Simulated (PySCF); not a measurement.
Basis-set dependence of population analyses: `Sc1ccsc1`

Species: C4H4S2.
Structure used (PBE0-D3(BJ)/def2-SVP), in Å, numbered top down from 1:
```xyz
10
C4H4S2 angstrom
S      1.924    1.318    0.579
C      0.507    0.432   -0.002
C     -0.388   -0.317    0.824
C     -1.437   -0.833    0.115
S     -1.362   -0.396   -1.545
C      0.099    0.471   -1.313
H      2.572    0.254    1.105
H     -0.250   -0.451    1.898
H     -2.264   -1.438    0.485
H      0.599    0.961   -2.147
```

PBE0 throughout (PySCF), one geometry, spherical d and f functions. Isolated species at its PBE0-D3(BJ)/def2-SVP geometry (one conformer only). The first 7 of 10 kinds of atom are listed.

Mulliken charges (e):

```
      basis  functions      S1      C2      C3      C4      S5      C6      H7
   pcSseg-0         70  +0.100  -0.401  -0.106  -0.586  +0.489  -0.514  +0.187
    cc-pVDZ        112  -0.056  -0.156  +0.075  -0.147  +0.171  -0.104  +0.104
   pcSseg-1        136   0.000  -0.322  +0.020  -0.279  +0.268  -0.209  +0.146
aug-cc-pVDZ        182  +0.172  +0.706  +0.443  -0.149  +0.449  -0.310  +0.117
    cc-pVTZ        244  -0.138  -0.021  -0.143  -0.156  +0.104  -0.157  +0.107
   IGLO-III        268  +0.139  -0.073  -0.180  -0.234  +0.347  -0.286  -0.028
```

IAO charges (e):

```tsv
basis	functions	S1	C2	C3	C4	S5	C6	H7
pcSseg-0	70	-0.025	-0.148	-0.179	-0.304	+0.313	-0.303	+0.110
cc-pVDZ	112	-0.016	-0.133	-0.183	-0.313	+0.355	-0.323	+0.097
pcSseg-1	136	-0.009	-0.141	-0.184	-0.317	+0.361	-0.326	+0.097
aug-cc-pVDZ	182	-0.025	-0.133	-0.189	-0.317	+0.357	-0.329	+0.105
cc-pVTZ	244	-0.016	-0.137	-0.187	-0.322	+0.367	-0.333	+0.099
IGLO-III	268	-0.006	-0.140	-0.189	-0.329	+0.379	-0.340	+0.096
```

Hirshfeld charges (e):

```tsv
basis	functions	S1	C2	C3	C4	S5	C6	H7
pcSseg-0	70	-0.037	-0.050	-0.082	-0.083	+0.120	-0.095	+0.058
cc-pVDZ	112	-0.043	-0.042	-0.075	-0.080	+0.104	-0.089	+0.053
pcSseg-1	136	-0.040	-0.046	-0.079	-0.082	+0.111	-0.092	+0.055
aug-cc-pVDZ	182	-0.029	-0.053	-0.083	-0.087	+0.116	-0.098	+0.051
cc-pVTZ	244	-0.038	-0.046	-0.077	-0.083	+0.106	-0.092	+0.051
IGLO-III	268	-0.020	-0.054	-0.087	-0.087	+0.125	-0.100	+0.051
```

ESP-fitted charges (e):

| basis | functions | S1 | C2 | C3 | C4 | S5 | C6 | H7 |
| --- | --- | --- | --- | --- | --- | --- | --- | --- |
| pcSseg-0 | 70 | -0.320 | +0.093 | -0.223 | -0.223 | +0.002 | -0.163 | +0.235 |
| cc-pVDZ | 112 | -0.221 | +0.024 | -0.116 | -0.288 | +0.062 | -0.176 | +0.170 |
| pcSseg-1 | 136 | -0.236 | +0.025 | -0.138 | -0.295 | +0.066 | -0.181 | +0.184 |
| aug-cc-pVDZ | 182 | -0.224 | +0.066 | -0.115 | -0.302 | +0.055 | -0.191 | +0.153 |
| cc-pVTZ | 244 | -0.224 | +0.059 | -0.121 | -0.284 | +0.052 | -0.177 | +0.155 |
| IGLO-III | 268 | -0.193 | +0.018 | -0.096 | -0.309 | +0.072 | -0.181 | +0.148 |

Problem. Which scheme is steadiest as the basis changes?

Solution. Largest range over the bases for any column: Hirshfeld 0.02 e, IAO 0.07 e, ESP-fitted 0.13 e, Mulliken 1.11 e. Hirshfeld charges move least and Mulliken charges most, counted in e.

Problem. How much do the charges still move between the two largest bases, cc-pVTZ and IGLO-III?

Solution. At most, over all atoms: Mulliken 0.277 e, IAO 0.011 e, Hirshfeld 0.019 e, ESP-fitted 0.041 e.

Problem. What do the same runs give for the total energy, the frontier levels and the dipole moment?

Solution. 
| basis | energy (Eh) | HOMO (eV) | LUMO (eV) | μ (D) |
| --- | --- | --- | --- | --- |
| pcSseg-0 | -949.4366 | -6.89 | -0.72 | 1.74 |
| cc-pVDZ | -950.7527 | -6.54 | -0.45 | 1.30 |
| pcSseg-1 | -950.6801 | -6.71 | -0.67 | 1.37 |
| aug-cc-pVDZ | -950.7645 | -6.69 | -0.70 | 1.26 |
| cc-pVTZ | -950.8251 | -6.65 | -0.62 | 1.27 |
| IGLO-III | -950.8175 | -6.60 | -0.58 | 1.15 |

The dipole is fixed by the density alone, so its range of 0.59 D shows that the density itself changes with the basis, not only its division among atoms.
